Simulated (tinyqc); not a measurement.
Worked calculation (part 2 of 2): UHF in the sto-3g basis, for CH2, spin multiplicity 1. Computed by tinyqc, a small Python program that keeps every step (integrals from PySCF). Command: `OMP_NUM_THREADS=1 python tinyqc.py 27700 27701 out.jsonl` (the two numbers bound the seeds that draw the settings). One thread of a shared host (Intel(R) Xeon(R) Processor @ 2.60GHz), about 0.1 s of CPU time with the checks.

Geometry (angstrom):
```
atom       x        y       z
C     0.0000   0.0000  0.0000
H     0.0000   0.9430  0.6430
H     0.0000  -0.9480  0.6460
```

## Iteration 2: diagonalisation and new density

F(alpha) (hartree), order 1C 1s, 1C 2s, 1C 2px, 1C 2py, 1C 2pz, 2H 1s, 3H 1s:
$$\begin{pmatrix}
-10.9736 & -2.9554 & 0.0003 & -0.0001 & -0.0194 & -0.6707 & -0.6618 \\
-2.9554 & -1.4023 & 0.1351 & -0.0012 & -0.0998 & -0.6664 & -0.6611 \\
0.0003 & 0.1351 & 0.1623 & -0.0001 & -0.2073 & -0.0002 & -0.0003 \\
-0.0001 & -0.0012 & -0.0001 & -0.2123 & -0.0009 & -0.3563 & 0.3551 \\
-0.0194 & -0.0998 & -0.2073 & -0.0009 & -0.1812 & -0.2600 & -0.2589 \\
-0.6707 & -0.6664 & -0.0002 & -0.3563 & -0.2600 & -0.4449 & -0.2097 \\
-0.6618 & -0.6611 & -0.0003 & 0.3551 & -0.2589 & -0.2097 & -0.4401
\end{pmatrix}$$

F(beta) (hartree), order 1C 1s, 1C 2s, 1C 2px, 1C 2py, 1C 2pz, 2H 1s, 3H 1s:
$$\begin{pmatrix}
-10.9736 & -2.9554 & -0.0003 & -0.0001 & -0.0194 & -0.6707 & -0.6618 \\
-2.9554 & -1.4023 & -0.1351 & -0.0012 & -0.0998 & -0.6664 & -0.6611 \\
-0.0003 & -0.1351 & 0.1623 & 0.0001 & 0.2073 & 0.0002 & 0.0003 \\
-0.0001 & -0.0012 & 0.0001 & -0.2123 & -0.0009 & -0.3563 & 0.3551 \\
-0.0194 & -0.0998 & 0.2073 & -0.0009 & -0.1812 & -0.2600 & -0.2589 \\
-0.6707 & -0.6664 & 0.0002 & -0.3563 & -0.2600 & -0.4449 & -0.2097 \\
-0.6618 & -0.6611 & 0.0003 & 0.3551 & -0.2589 & -0.2097 & -0.4401
\end{pmatrix}$$

X, order 1C 1s, 1C 2s, 1C 2px, 1C 2py, 1C 2pz, 2H 1s, 3H 1s:
$$\begin{pmatrix}
1.0270 & -0.1527 & 0.0000 & -0.0001 & -0.0125 & 0.0258 & 0.0257 \\
-0.1527 & 1.2635 & 0.0000 & 0.0017 & 0.1283 & -0.3216 & -0.3177 \\
0.0000 & 0.0000 & 1.0000 & 0.0000 & 0.0000 & 0.0000 & 0.0000 \\
-0.0001 & 0.0017 & 0.0000 & 1.1537 & 0.0008 & -0.2646 & 0.2621 \\
-0.0125 & 0.1283 & 0.0000 & 0.0008 & 1.0688 & -0.1729 & -0.1711 \\
0.0258 & -0.3216 & 0.0000 & -0.2646 & -0.1729 & 1.2309 & -0.0259 \\
0.0257 & -0.3177 & 0.0000 & 0.2621 & -0.1711 & -0.0259 & 1.2269
\end{pmatrix}$$

Diagonalise F' = X^T F X, C = X C', fill 4 alpha and 4 beta electrons from the bottom; D(s) = C_occ C_occ^T. Each column has its largest component positive (the first on a tie).

F' = X^T F X (alpha) (hartree):
$$\begin{pmatrix}
-10.7397 & -1.5697 & -0.0178 & 0.0000 & -0.0419 & -0.0831 & -0.0804 \\
-1.5697 & -0.5374 & 0.1443 & 0.0010 & 0.1179 & -0.4326 & -0.4285 \\
-0.0178 & 0.1443 & 0.1623 & -0.0001 & -0.2041 & -0.0078 & -0.0079 \\
0.0000 & 0.0010 & -0.0001 & 0.1174 & 0.0003 & -0.4239 & 0.4218 \\
-0.0419 & 0.1179 & -0.2041 & 0.0003 & -0.0441 & -0.2659 & -0.2641 \\
-0.0831 & -0.4326 & -0.0078 & -0.4239 & -0.2659 & 0.0244 & -0.0505 \\
-0.0804 & -0.4285 & -0.0079 & 0.4218 & -0.2641 & -0.0505 & 0.0228
\end{pmatrix}$$

orbital energies (alpha) (hartree): MO1 -10.9797, MO2 -0.7959, MO3 -0.5026, MO4 -0.3362, MO5 0.2831, MO6 0.6426, MO7 0.6943

coefficients C (alpha), order 1C 1s, 1C 2s, 1C 2px, 1C 2py, 1C 2pz, 2H 1s, 3H 1s:
$$\begin{pmatrix}
0.9930 & -0.2162 & 0.0008 & 0.1066 & -0.0748 & -0.1720 & -0.0101 \\
0.0300 & 0.6696 & -0.0040 & -0.4888 & 0.3315 & 1.0191 & 0.0624 \\
-0.0003 & -0.0653 & 0.0010 & 0.4342 & 0.8975 & -0.0407 & -0.0018 \\
0.0000 & 0.0018 & 0.5328 & -0.0008 & -0.0006 & -0.0599 & 1.0873 \\
0.0053 & 0.1337 & 0.0007 & 0.7253 & -0.3067 & 0.7603 & 0.0444 \\
-0.0069 & 0.2841 & 0.4546 & 0.1970 & -0.1135 & -0.8062 & -0.8548 \\
-0.0068 & 0.2805 & -0.4570 & 0.1987 & -0.1141 & -0.8927 & 0.7539
\end{pmatrix}$$

F' = X^T F X (beta) (hartree):
$$\begin{pmatrix}
-10.7397 & -1.5697 & 0.0178 & 0.0000 & -0.0419 & -0.0831 & -0.0804 \\
-1.5697 & -0.5374 & -0.1443 & 0.0010 & 0.1179 & -0.4326 & -0.4285 \\
0.0178 & -0.1443 & 0.1623 & 0.0001 & 0.2041 & 0.0078 & 0.0079 \\
0.0000 & 0.0010 & 0.0001 & 0.1174 & 0.0003 & -0.4239 & 0.4218 \\
-0.0419 & 0.1179 & 0.2041 & 0.0003 & -0.0441 & -0.2659 & -0.2641 \\
-0.0831 & -0.4326 & 0.0078 & -0.4239 & -0.2659 & 0.0244 & -0.0505 \\
-0.0804 & -0.4285 & 0.0079 & 0.4218 & -0.2641 & -0.0505 & 0.0228
\end{pmatrix}$$

orbital energies (beta) (hartree): MO1 -10.9797, MO2 -0.7959, MO3 -0.5026, MO4 -0.3362, MO5 0.2831, MO6 0.6426, MO7 0.6943

coefficients C (beta), order 1C 1s, 1C 2s, 1C 2px, 1C 2py, 1C 2pz, 2H 1s, 3H 1s:
$$\begin{pmatrix}
0.9930 & -0.2162 & 0.0008 & 0.1066 & 0.0748 & -0.1720 & -0.0101 \\
0.0300 & 0.6696 & -0.0040 & -0.4888 & -0.3315 & 1.0191 & 0.0624 \\
0.0003 & 0.0653 & -0.0010 & -0.4342 & 0.8975 & 0.0407 & 0.0018 \\
0.0000 & 0.0018 & 0.5328 & -0.0008 & 0.0006 & -0.0599 & 1.0873 \\
0.0053 & 0.1337 & 0.0007 & 0.7253 & 0.3067 & 0.7603 & 0.0444 \\
-0.0069 & 0.2841 & 0.4546 & 0.1970 & 0.1135 & -0.8062 & -0.8548 \\
-0.0068 & 0.2805 & -0.4570 & 0.1987 & 0.1141 & -0.8927 & 0.7539
\end{pmatrix}$$

D(alpha) after iteration 2, order 1C 1s, 1C 2s, 1C 2px, 1C 2py, 1C 2pz, 2H 1s, 3H 1s:
$$\begin{pmatrix}
1.0442 & -0.1671 & 0.0601 & 0.0000 & 0.0536 & -0.0469 & -0.0467 \\
-0.1671 & 0.6883 & -0.2560 & -0.0005 & -0.2649 & 0.0919 & 0.0924 \\
0.0601 & -0.2560 & 0.1928 & 0.0001 & 0.3062 & 0.0675 & 0.0675 \\
0.0000 & -0.0005 & 0.0001 & 0.2839 & 0.0001 & 0.2426 & -0.2431 \\
0.0536 & -0.2649 & 0.3062 & 0.0001 & 0.5439 & 0.1812 & 0.1812 \\
-0.0469 & 0.0919 & 0.0675 & 0.2426 & 0.1812 & 0.3263 & -0.0889 \\
-0.0467 & 0.0924 & 0.0675 & -0.2431 & 0.1812 & -0.0889 & 0.3271
\end{pmatrix}$$

D(beta) after iteration 2, order 1C 1s, 1C 2s, 1C 2px, 1C 2py, 1C 2pz, 2H 1s, 3H 1s:
$$\begin{pmatrix}
1.0442 & -0.1671 & -0.0601 & 0.0000 & 0.0536 & -0.0469 & -0.0467 \\
-0.1671 & 0.6883 & 0.2560 & -0.0005 & -0.2649 & 0.0919 & 0.0924 \\
-0.0601 & 0.2560 & 0.1928 & -0.0001 & -0.3062 & -0.0675 & -0.0675 \\
0.0000 & -0.0005 & -0.0001 & 0.2839 & 0.0001 & 0.2426 & -0.2431 \\
0.0536 & -0.2649 & -0.3062 & 0.0001 & 0.5439 & 0.1812 & 0.1812 \\
-0.0469 & 0.0919 & -0.0675 & 0.2426 & 0.1812 & 0.3263 & -0.0889 \\
-0.0467 & 0.0924 & -0.0675 & -0.2431 & 0.1812 & -0.0889 & 0.3271
\end{pmatrix}$$

## Iteration 10 (converged): orbitals

converged F(alpha) (hartree), order 1C 1s, 1C 2s, 1C 2px, 1C 2py, 1C 2pz, 2H 1s, 3H 1s:
$$\begin{pmatrix}
-10.9819 & -2.9549 & 0.0010 & -0.0001 & -0.0149 & -0.6707 & -0.6618 \\
-2.9549 & -1.4131 & 0.1599 & -0.0012 & -0.1048 & -0.6637 & -0.6583 \\
0.0010 & 0.1599 & 0.1091 & -0.0002 & -0.2357 & -0.0075 & -0.0077 \\
-0.0001 & -0.0012 & -0.0002 & -0.2077 & -0.0011 & -0.3530 & 0.3517 \\
-0.0149 & -0.1048 & -0.2357 & -0.0011 & -0.1311 & -0.2566 & -0.2555 \\
-0.6707 & -0.6637 & -0.0075 & -0.3530 & -0.2566 & -0.4370 & -0.2054 \\
-0.6618 & -0.6583 & -0.0077 & 0.3517 & -0.2555 & -0.2054 & -0.4321
\end{pmatrix}$$

converged F(beta) (hartree), order 1C 1s, 1C 2s, 1C 2px, 1C 2py, 1C 2pz, 2H 1s, 3H 1s:
$$\begin{pmatrix}
-10.9819 & -2.9549 & -0.0010 & -0.0001 & -0.0149 & -0.6707 & -0.6618 \\
-2.9549 & -1.4131 & -0.1599 & -0.0012 & -0.1048 & -0.6637 & -0.6583 \\
-0.0010 & -0.1599 & 0.1091 & 0.0002 & 0.2357 & 0.0075 & 0.0077 \\
-0.0001 & -0.0012 & 0.0002 & -0.2077 & -0.0011 & -0.3530 & 0.3517 \\
-0.0149 & -0.1048 & 0.2357 & -0.0011 & -0.1311 & -0.2566 & -0.2555 \\
-0.6707 & -0.6637 & 0.0075 & -0.3530 & -0.2566 & -0.4370 & -0.2054 \\
-0.6618 & -0.6583 & 0.0077 & 0.3517 & -0.2555 & -0.2054 & -0.4321
\end{pmatrix}$$

As before.

F' = X^T F X (alpha) (hartree):
$$\begin{pmatrix}
-10.7490 & -1.5647 & -0.0208 & 0.0000 & -0.0362 & -0.0851 & -0.0823 \\
-1.5647 & -0.5583 & 0.1765 & 0.0010 & 0.1129 & -0.4270 & -0.4229 \\
-0.0208 & 0.1765 & 0.1091 & -0.0002 & -0.2288 & -0.0196 & -0.0198 \\
0.0000 & 0.0010 & -0.0002 & 0.1200 & 0.0001 & -0.4212 & 0.4191 \\
-0.0362 & 0.1129 & -0.2288 & 0.0001 & 0.0095 & -0.2700 & -0.2682 \\
-0.0851 & -0.4270 & -0.0196 & -0.4212 & -0.2700 & 0.0305 & -0.0464 \\
-0.0823 & -0.4229 & -0.0198 & 0.4191 & -0.2682 & -0.0464 & 0.0290
\end{pmatrix}$$

orbital energies (alpha) (hartree): MO1 -10.9878, MO2 -0.7992, MO3 -0.4965, MO4 -0.3532, MO5 0.2838, MO6 0.6508, MO7 0.6928

coefficients C (alpha), order 1C 1s, 1C 2s, 1C 2px, 1C 2py, 1C 2pz, 2H 1s, 3H 1s:
$$\begin{pmatrix}
0.9931 & -0.2214 & 0.0010 & 0.0974 & -0.0854 & -0.1652 & -0.0114 \\
0.0296 & 0.6971 & -0.0046 & -0.4673 & 0.3804 & 0.9928 & 0.0713 \\
-0.0004 & -0.0877 & 0.0017 & 0.5114 & 0.8545 & -0.0251 & -0.0013 \\
0.0000 & 0.0019 & 0.5324 & -0.0011 & -0.0006 & -0.0712 & 1.0868 \\
0.0047 & 0.1168 & 0.0013 & 0.6716 & -0.3668 & 0.7848 & 0.0537 \\
-0.0067 & 0.2675 & 0.4552 & 0.2267 & -0.1337 & -0.7922 & -0.8627 \\
-0.0066 & 0.2639 & -0.4570 & 0.2293 & -0.1344 & -0.8953 & 0.7448
\end{pmatrix}$$

F' = X^T F X (beta) (hartree):
$$\begin{pmatrix}
-10.7490 & -1.5647 & 0.0208 & 0.0000 & -0.0362 & -0.0851 & -0.0823 \\
-1.5647 & -0.5583 & -0.1765 & 0.0010 & 0.1129 & -0.4270 & -0.4229 \\
0.0208 & -0.1765 & 0.1091 & 0.0002 & 0.2288 & 0.0196 & 0.0198 \\
0.0000 & 0.0010 & 0.0002 & 0.1200 & 0.0001 & -0.4212 & 0.4191 \\
-0.0362 & 0.1129 & 0.2288 & 0.0001 & 0.0095 & -0.2700 & -0.2682 \\
-0.0851 & -0.4270 & 0.0196 & -0.4212 & -0.2700 & 0.0305 & -0.0464 \\
-0.0823 & -0.4229 & 0.0198 & 0.4191 & -0.2682 & -0.0464 & 0.0290
\end{pmatrix}$$

orbital energies (beta) (hartree): MO1 -10.9878, MO2 -0.7992, MO3 -0.4965, MO4 -0.3532, MO5 0.2838, MO6 0.6508, MO7 0.6928

coefficients C (beta), order 1C 1s, 1C 2s, 1C 2px, 1C 2py, 1C 2pz, 2H 1s, 3H 1s:
$$\begin{pmatrix}
0.9931 & -0.2214 & 0.0010 & 0.0974 & 0.0854 & -0.1652 & -0.0114 \\
0.0296 & 0.6971 & -0.0046 & -0.4673 & -0.3804 & 0.9928 & 0.0713 \\
0.0004 & 0.0877 & -0.0017 & -0.5114 & 0.8545 & 0.0251 & 0.0013 \\
0.0000 & 0.0019 & 0.5324 & -0.0011 & 0.0006 & -0.0712 & 1.0868 \\
0.0047 & 0.1168 & 0.0013 & 0.6716 & 0.3668 & 0.7848 & 0.0537 \\
-0.0067 & 0.2675 & 0.4552 & 0.2267 & 0.1337 & -0.7922 & -0.8627 \\
-0.0066 & 0.2639 & -0.4570 & 0.2293 & 0.1344 & -0.8953 & 0.7448
\end{pmatrix}$$

D(alpha) after iteration 10, order 1C 1s, 1C 2s, 1C 2px, 1C 2py, 1C 2pz, 2H 1s, 3H 1s:
$$\begin{pmatrix}
1.0447 & -0.1705 & 0.0688 & 0.0000 & 0.0443 & -0.0433 & -0.0431 \\
-0.1705 & 0.7052 & -0.3001 & -0.0006 & -0.2323 & 0.0782 & 0.0787 \\
0.0688 & -0.3001 & 0.2692 & 0.0002 & 0.3332 & 0.0932 & 0.0934 \\
0.0000 & -0.0006 & 0.0002 & 0.2835 & 0.0002 & 0.2426 & -0.2431 \\
0.0443 & -0.2323 & 0.3332 & 0.0002 & 0.4647 & 0.1840 & 0.1842 \\
-0.0433 & 0.0782 & 0.0932 & 0.2426 & 0.1840 & 0.3302 & -0.0854 \\
-0.0431 & 0.0787 & 0.0934 & -0.2431 & 0.1842 & -0.0854 & 0.3311
\end{pmatrix}$$

D(beta) after iteration 10, order 1C 1s, 1C 2s, 1C 2px, 1C 2py, 1C 2pz, 2H 1s, 3H 1s:
$$\begin{pmatrix}
1.0447 & -0.1705 & -0.0688 & 0.0000 & 0.0443 & -0.0433 & -0.0431 \\
-0.1705 & 0.7052 & 0.3001 & -0.0006 & -0.2323 & 0.0782 & 0.0787 \\
-0.0688 & 0.3001 & 0.2692 & -0.0002 & -0.3332 & -0.0932 & -0.0934 \\
0.0000 & -0.0006 & -0.0002 & 0.2835 & 0.0002 & 0.2426 & -0.2431 \\
0.0443 & -0.2323 & -0.3332 & 0.0002 & 0.4647 & 0.1840 & 0.1842 \\
-0.0433 & 0.0782 & -0.0932 & 0.2426 & 0.1840 & 0.3302 & -0.0854 \\
-0.0431 & 0.0787 & -0.0934 & -0.2431 & 0.1842 & -0.0854 & 0.3311
\end{pmatrix}$$

## Convergence

Stop when the energy changes by less than 1e-09 hartree and every element of the error matrix X^T (F D S - S D F) X (for each spin) is below 9e-06.

Course of the cycle:
```
iteration  E (hartree)     change  largest element of the error matrix
1           -38.235791          -                             1.52e-01
2           -38.383784  -1.48e-01                             3.14e-02
3           -38.394106  -1.03e-02                             1.51e-02
4           -38.396236  -2.13e-03                             1.04e-02
5           -38.397401  -1.16e-03                             5.60e-03
6           -38.397986  -5.85e-04                             1.23e-03
7           -38.398020  -3.40e-05                             1.58e-04
8           -38.398020  -5.10e-07                             4.28e-05
9           -38.398020  -3.26e-08                             1.02e-05
10          -38.398020  -9.02e-10                             2.29e-07
```

PySCF UHF in the same basis, after a stability check = -38.398020 hartree

Converged in 10 iterations.

## Populations, bond orders and dipole

overlap S, order 1C 1s, 1C 2s, 1C 2px, 1C 2py, 1C 2pz, 2H 1s, 3H 1s:
$$\begin{pmatrix}
1.0000 & 0.2484 & 0.0000 & 0.0000 & 0.0000 & 0.0552 & 0.0545 \\
0.2484 & 1.0000 & 0.0000 & 0.0000 & 0.0000 & 0.4616 & 0.4584 \\
0.0000 & 0.0000 & 1.0000 & 0.0000 & 0.0000 & 0.0000 & 0.0000 \\
0.0000 & 0.0000 & 0.0000 & 1.0000 & 0.0000 & 0.3711 & -0.3694 \\
0.0000 & 0.0000 & 0.0000 & 0.0000 & 1.0000 & 0.2530 & 0.2517 \\
0.0552 & 0.4616 & 0.0000 & 0.3711 & 0.2530 & 1.0000 & 0.1422 \\
0.0545 & 0.4584 & 0.0000 & -0.3694 & 0.2517 & 0.1422 & 1.0000
\end{pmatrix}$$

Mulliken: Z minus the diagonal of D S on the atom; Loewdin: the same with S^(1/2) D S^(1/2); Mayer order: 2 sum_s sum (D(s) S)_ij (D(s) S)_ji over the two atoms.

Charges (e):
```
atom  Mulliken  Loewdin  Mulliken spin
1C     -0.0457  -0.0045              0
2H      0.0233   0.0025              0
3H      0.0224   0.0020              0
```

Mayer bond orders:
```
pair   order
2-1   0.9902
3-1   0.9902
3-2   0.0093
```

dipole moment about the origin, x y z (debye): [0.0000, 0.0031, 0.7755]

<S^2> of the determinant (pure state: 0) = 0.7869
